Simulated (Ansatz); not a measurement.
**C3H5NO: up Jacob's ladder to CCSD(T)**

The task here is to estimate one member of a computed series from the others.

Computed with Ansatz 0.2.0, Gaussian basis. Level: functionals in def2-TZVPP, the program's frozen cores in correlated methods.

The runs, in order: LDA (SPW92), PBE-D4, revPBE-D4, BLYP-D4, r2SCAN-D4, B97M-V, PBE0-D4, B3LYP-D4, r2SCANh-D4, r2SCAN0-D4, HSE06-D4, BHLYP-D4, CAM-B3LYP-D4, LC-ωPBE, ωB97X-V, ωB97M-V, B2PLYP, PBE-QIDH; CCSD(T)/def2-SVP; CCSD(T)/def2-TZVPP; MP2/def2-QZVPP; extrapolation to the limit; RPA on PBE.

## The relaxed structure

An earlier PBE0-D4 in a triple-zeta def2 set relaxation fixed the geometry.

SMILES `OC1=CNC1`, 10 atoms, charge 0, spin multiplicity 1.

Atoms are counted from 1 here; the program's logs count them from 0.

Bond lengths: O1–C2 1.347 Å, O1–H6 0.961 Å, C2–C3 1.335 Å, C2–C5 1.505 Å, C3–N4 1.443 Å, C3–H7 1.081 Å, N4–C5 1.493 Å, N4–H8 1.017 Å, C5–H9 1.093 Å, C5–H10 1.094 Å. Angles: C2–O1–H6 109.2°, O1–C2–C3 134.2°, O1–C2–C5 133.5°, C3–C2–C5 90.9°, C2–C3–N4 95.2°, C2–C3–H7 137.6°, N4–C3–H7 126.8°, C3–N4–C5 87.4°, C3–N4–H8 113.3°, C5–N4–H8 112.0°, C2–C5–N4 86.4°, C2–C5–H9 115.8°, C2–C5–H10 116.9°, N4–C5–H9 112.2°, N4–C5–H10 113.9°, H9–C5–H10 109.9°.

Set-up of the first run:

File in.yaml:

```yaml
crystal:
  periodic: [false, false, false]
  atoms:
    - {symbol: O, position_ang: [-0.914169, 1.218270, -1.354562]}
    - {symbol: C, position_ang: [-0.243807, 0.341779, -0.581565]}
    - {symbol: C, position_ang: [0.292038, -0.863631, -0.789823]}
    - {symbol: N, position_ang: [0.439545, -1.183971, 0.609060]}
    - {symbol: C, position_ang: [-0.090680, 0.180023, 0.907220]}
    - {symbol: H, position_ang: [-0.890253, 2.085866, -0.943123]}
    - {symbol: H, position_ang: [0.472382, -1.522915, -1.627459]}
    - {symbol: H, position_ang: [1.408849, -1.288350, 0.898263]}
    - {symbol: H, position_ang: [-1.020583, 0.145131, 1.480574]}
    - {symbol: H, position_ang: [0.629778, 0.836598, 1.404312]}
basis:
  gaussian: {orbitals: def2-TZVPP}
hamiltonian: {xc: lda}
output: {orbitals: {seedname: orbitals}}
```

Command:

```console
> ansatz run in.yaml --threads 2 --pin off --events-out ev --progress --plain --max-ram 4352MiB
```

Among the steps run: LDA; PBE-D4 (GGA); revPBE-D4 (GGA); BLYP-D4 (GGA); r2SCAN-D4 (meta-GGA); B97M-V (meta-GGA); B3LYP-D4 (hybrid); r2SCANh-D4 (hybrid); r2SCAN0-D4 (hybrid); HSE06-D4 (hybrid); BHLYP-D4 (hybrid); CAM-B3LYP-D4 (range-separated); LC-ωPBE (range-separated); ωB97X-V (range-separated); ωB97M-V (range-separated); B2PLYP (double hybrid); PBE-QIDH (double hybrid).

One of the session's tables, all rows but one given; the rest of the session is left out.

It belongs to the step «Orbital energies across the functionals». 

```
  functional  HOMO (eV)  LUMO (eV)  gap (eV)
 LDA (SPW92)      -4.66      -0.24      4.42
      PBE-D4      -4.50      -0.08      4.42
   revPBE-D4      -4.44      -0.01      4.42
     BLYP-D4      -4.38      -0.14      4.24
   r2SCAN-D4          ?          ?         ?
      B97M-V      -4.78       0.22      5.00
     PBE0-D4      -5.73       0.81      6.54
    B3LYP-D4      -5.53       0.42      5.94
  r2SCANh-D4      -5.16       0.68      5.84
  r2SCAN0-D4      -5.86       1.18      7.04
    HSE06-D4      -5.33       0.44      5.77
    BHLYP-D4      -6.85       1.42      8.27
CAM-B3LYP-D4      -7.08       1.56      8.64
     LC-ωPBE      -8.40       2.94     11.35
     ωB97X-V      -8.05       2.74     10.79
     ωB97M-V      -7.97       2.25     10.22
```

Q: Estimate the row for r2SCAN-D4 from the others.

Worked estimate for «HOMO (eV)». Against the share of exact exchange, r2SCANh-D4 (0.1, -5.16), r2SCAN0-D4 (0.25, -5.86) give a slope of -4.67 per unit share; at 0 the line stands at -4.69.

The run gave: HOMO (eV): -4.69; LUMO (eV): 0.33; gap (eV): 5.03. In «HOMO (eV)» the line misses by 0.00.
